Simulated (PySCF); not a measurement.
LiF, SMILES [Li][F]. Heavy atoms are numbered as in [Li:1][F:2].

Geometry optimised at PBE-D3(BJ)/def2-TZVPD.

Method: PBE0/def2-TZVPD in PySCF.

Mulliken values depend strongly on the basis, most of all with diffuse functions as here. Atomic charges (e), one atom of each kind:

| atom | meta-Löwdin | Mulliken |
|---|---|---|
| Li1 | 0.90 | 0.87 |
| F2 | -0.90 | -0.87 |
